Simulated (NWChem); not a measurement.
# One shape, several levels: CClF3 (SMILES FC(F)(F)Cl)

We compute a comparison of 6 runs (HF/STO-3G, HF/3-21G, HF/def2-SVPD, B3LYP/6-31G*, MP2/def2-SVPD) of CClF3. 

The results are computed with NWChem 7.3.0.

**1. The molecule**

CClF3 has 5 atoms, charge 0, and is taken as a singlet. SMILES: `FC(F)(F)Cl`. Geometry: relaxed at PBE0-D4/def2-TZVP.

Bond lengths: F1–C2 1.322 Å, C2–F3 1.322 Å, C2–F4 1.322 Å, C2–Cl5 1.756 Å. Angles: F1–C2–F3 108.7°, F1–C2–F4 108.7°, F1–C2–Cl5 110.2°, F3–C2–F4 108.7°, F3–C2–Cl5 110.2°, F4–C2–Cl5 110.2°.

**2. Energy and forces at HF/STO-3G (run 1)**

mol.nw reads:

```
start mol
title "CClF3 hf"
memory total 2200 mb

geometry noautosym nocenter noautoz
  F        0.213700       0.019100       1.326100
  C       -0.002200      -0.082500       0.026100
  F       -1.249600      -0.474600      -0.167100
  F        0.811700      -0.999000      -0.468500
  Cl       0.276300       1.463300      -0.758000
end

basis "ao basis" spherical bse
  * library STO-3G
end

scf
  thresh 1e-08
  maxiter 80
  print low
end

task scf gradient
```

The run is started by

```bash
$ nwchem mol.nw > mol.out
```

Output:

```text
[...]
  functions       =    29
[...]
  wavefunction    = RHF
[...]
         Total SCF energy =   -786.097763552187
      One-electron energy =  -1594.322945235117
      Two-electron energy =    556.996538308545
 Nuclear repulsion energy =    251.228643374385
        Time for solution =      1.3s
[...]
                         RHF ENERGY GRADIENTS
    atom               coordinates                        gradient
                 x          y          z           x          y          z
   1 F       0.403834   0.036094   2.505966   -0.010284  -0.007620  -0.057035
   2 C      -0.004157  -0.155902   0.049322    0.002635   0.014445  -0.007280
   3 F      -2.361402  -0.896864  -0.315773    0.055602   0.014614   0.010241
   4 F       1.533891  -1.887836  -0.885337   -0.037196   0.038216   0.023812
   5 Cl      0.522131   2.765236  -1.432412   -0.010757  -0.059654   0.030261
 Task  times  cpu:        1.8s     wall:        1.8s
 Total times  cpu:        1.8s     wall:        1.8s
```

It took 2.4 s on 1 thread of Intel Xeon Platinum 8259CL at 2.50GHz (Skylake/Cascade Lake), shared host; peak memory 0.097 GiB.

**3. Energy and forces at HF/3-21G (run 2)**

cclf3.nw reads:

```
start cclf3
memory total 2200 mb
charge 0

geometry noautosym nocenter noautoz
   F        0.213700       0.019100       1.326100
   C       -0.002200      -0.082500       0.026100
   F       -1.249600      -0.474600      -0.167100
   F        0.811700      -0.999000      -0.468500
   Cl       0.276300       1.463300      -0.758000
end

basis spherical bse
   F library 3-21G
   C library 3-21G
   Cl library 3-21G
end

scf
   thresh 1e-08
   maxiter 80
   noprint "final vectors analysis"
end

task scf gradient
```

The run is started by

```bash
$ nwchem cclf3.nw > cclf3.out
```

Output:

```text
[...]
  functions       =    49
[...]
  wavefunction    = RHF
[...]
         Total SCF energy =   -791.642735207485
      One-electron energy =  -1597.725214124236
      Two-electron energy =    554.853835542367
 Nuclear repulsion energy =    251.228643374385
        Time for solution =      1.6s
[...]
                         RHF ENERGY GRADIENTS
    atom               coordinates                        gradient
                 x          y          z           x          y          z
   1 F       0.403834   0.036094   2.505966   -0.002714  -0.002506  -0.014156
   2 C      -0.004157  -0.155902   0.049322    0.003341   0.018385  -0.009289
   3 F      -2.361402  -0.896864  -0.315773    0.013952   0.003121   0.002883
   4 F       1.533891  -1.887836  -0.885337   -0.009512   0.009083   0.006315
   5 Cl      0.522131   2.765236  -1.432412   -0.005068  -0.028083   0.014247
[...]
```

Wall time 2.7 s (1 thread of Intel Xeon Platinum 8259CL at 2.50GHz (Skylake/Cascade Lake), shared host); peak memory 0.098 GiB.

Runs 3 to 4 aren't shown in full; the table further down has their settings and results.

**4. Energy and gradient at B3LYP/6-31G(d) (Cartesian functions) (run 5)**

run.py reads:

```python
from ase import Atoms
from ase.calculators.nwchem import NWChem

atoms = Atoms('FCFFCl', positions=[
    [0.213700, 0.019100, 1.326100],
    [-0.002200, -0.082500, 0.026100],
    [-1.249600, -0.474600, -0.167100],
    [0.811700, -0.999000, -0.468500],
    [0.276300, 1.463300, -0.758000],
])

calc = NWChem(
    label='work',
    theory='dft',
    memory='2200 mb',
    basis='6-31G*',
    dft={'xc': 'b3lyp', 'mult': '1', 'grid': 'xfine', 'convergence': 'energy 1e-08', 'iterations': '100', 'mulliken': None},
)
atoms.calc = calc

forces = atoms.get_forces()
print("Total energy (eV):", round(atoms.get_potential_energy(), 6))
print("forces (eV/A):")
for s, f in zip(atoms.symbols, forces):
    print(f"{s:2s} {f[0]:10.5f} {f[1]:10.5f} {f[2]:10.5f}")
print("dipole (e A):", atoms.get_dipole_moment().round(4))
```

The run is started by

```bash
$ export ASE_NWCHEM_COMMAND="nwchem PREFIX.nwi > PREFIX.nwo"
$ python run.py
```

Output:

```text
Total energy (eV): -21709.682161
forces (eV/A):
F     0.10737    0.08099    0.59110
C    -0.02525   -0.13303    0.06608
F    -0.57577   -0.14964   -0.10716
F     0.38597   -0.39389   -0.24780
Cl    0.10773    0.59557   -0.30221
dipole (e A): [ 0.0016  0.0087 -0.0044]
```

The calculator wrote work.nwi:

```
title "work"

permanent_dir work

scratch_dir work

start work

geometry units angstrom nocenter noautosym noautoz
  F  2.1370000000000000e-01 1.9099999999999999e-02 1.3261000000000001e+00
  C  -2.2000000000000001e-03 -8.2500000000000004e-02 2.6100000000000002e-02
  F  -1.2496000000000000e+00 -4.7460000000000002e-01 -1.6710000000000000e-01
  F  8.1169999999999998e-01 -9.9900000000000000e-01 -4.6850000000000003e-01
  Cl 2.7629999999999999e-01 1.4633000000000000e+00 -7.5800000000000001e-01
end

memory 2200 mb

basis noprint
   * library 6-31G*
end

dft
  xc b3lyp
  mult 1
  grid xfine
  convergence energy 1e-08
  iterations 100
  mulliken
end

task dft gradient
```

work.nwo:

```text
Northwest Computational Chemistry Package (NWChem) 7.3.0
             --------------------------------------------------------

           Job information
           ---------------

    nwchem branch   = 7.3.0
    use scalapack   = T
    input           = work.nwi
    prefix          = work.
    data base       = work/work.db
    status          = startup
    nproc           =        1

           Memory information
           ------------------

[... 5 lines left out ...]
    hardfail = no
[... 97 lines left out ...]
  convergence criterion.
[... 42 lines left out ...]
          Spatial weights used:  Erf1
[... 32 lines left out ...]
 1-e energy   =   -1604.425927
[... 50 lines left out ...]
           Coulomb energy =      619.945464485156
[... 621 lines left out ...]
          Convergence on density requested:  1.00D-05
[... 28 lines left out ...]
          total energy or number of iterations.
[... 36 lines left out ...]
                 ----------------------------------------
                 |  Time  |  1-e(secs)   |  2-e(secs)   |
                 ----------------------------------------
                 |  CPU   |       0.01   |       3.28   |
                 ----------------------------------------
                 |  WALL  |       0.01   |       3.28   |
                 ----------------------------------------

 Task  times  cpu:       24.2s     wall:       24.2s
 Total times  cpu:       24.2s     wall:       24.2s
```

It took 26 s on 1 thread of Intel Xeon Platinum 8259CL at 2.50GHz (Skylake/Cascade Lake), shared host; peak memory 0.13 GiB.

**5. Energy and forces at MP2/def2-SVPD (run 6)**

struct.xyz reads:

```xyz
5

F      0.213700     0.019100     1.326100
C     -0.002200    -0.082500     0.026100
F     -1.249600    -0.474600    -0.167100
F      0.811700    -0.999000    -0.468500
Cl     0.276300     1.463300    -0.758000
```

struct.nw reads:

```
start struct
memory total 2200 mb
geometry noautosym nocenter noautoz
 load format xyz struct.xyz
end
basis spherical bse
 F library def2-SVPD
 C library def2-SVPD
 Cl library def2-SVPD
end
scf
 thresh 1e-08
 maxiter 80
 print medium
end
mp2
 freeze core 9
 tight
end
task mp2 gradient
```

The run is started by

```bash
$ nwchem struct.nw > struct.out
```

Output:

```text
[...]
  functions       =   116
[...]
  wavefunction    = RHF
[...]
         Total SCF energy =   -795.289620336410
      One-electron energy =  -1602.005315357289
      Two-electron energy =    555.487051646495
 Nuclear repulsion energy =    251.228643374385
        Time for solution =     33.9s
[...]
          Total MP2 energy          -796.147447166609
[...]
                         mp2 ENERGY GRADIENTS
    atom               coordinates                        gradient
                 x          y          z           x          y          z
   1 F       0.403834   0.036094   2.505966   -0.001737  -0.001169  -0.009804
   2 C      -0.004157  -0.155902   0.049322   -0.000697  -0.003999   0.002053
   3 F      -2.361402  -0.896864  -0.315773    0.009497   0.002625   0.001680
   4 F       1.533891  -1.887836  -0.885337   -0.006317   0.006638   0.003992
   5 Cl      0.522131   2.765236  -1.432412   -0.000746  -0.004095   0.002079
[...]
```

Wall time 88 s (1 thread of Intel Xeon Platinum 8259CL at 2.50GHz (Skylake/Cascade Lake), shared host); peak memory 0.59 GiB.

**6. Overview of the runs**

| run | level | iteration cap | module | energy (Eh) | largest force (eV/Å) | wall time |
| --- | --- | --- | --- | --- | --- | --- |
| 1 | HF/STO-3G | 80 | scf | -786.097764 | 3.484 | 2.4 s |
| 2 | HF/3-21G | 80 | scf | -791.642735 | 1.640 | 2.7 s |
| 3 | HF/def2-SVPD | 80 | scf | -795.289620 | 1.193 | 44 s |
| 4 | B3LYP/6-31G* (spherical functions) | 100 | dft | -797.809362 | 0.639 | 25 s |
| 5 | B3LYP/6-31G* (Cartesian functions) | 100 | dft | -797.816111 | 0.676 | 26 s |
| 6 | MP2/def2-SVPD | 80 | mp2 | -796.147447 | 0.516 | 88 s |

**7. Results**

| quantity | value |
| --- | --- |
| run 6: total energy | -796.14745 Eh |
| run 6: dipole moment (of the density that the program reports) | 0.39 D |
| run 6: HOMO energy (Hartree–Fock orbitals) | -13.87 eV |
| run 6: LUMO energy (Hartree–Fock orbitals) | 2.50 eV |
| run 6: HOMO–LUMO gap (Hartree–Fock orbitals) | 16.37 eV |
| run 6: correlation energy (9 core orbitals frozen) | -857.8 mEh |
| run 6: largest force on an atom | 0.516 eV/Å |

Over runs 2, 3, 4, 5, 6 the dipole moment (its size) runs from 0.04 D (B3LYP/6-31G*) to 0.54 D (HF/def2-SVPD). The two ends differ in method and basis. Over runs 3, 4, 5 the HOMO–LUMO gap runs from 9.61 eV (B3LYP/6-31G*) to 16.37 eV (HF/def2-SVPD). In run 1 the basis is minimal, so the values are rough. All runs together took 3.1 min, the longest 88 s.
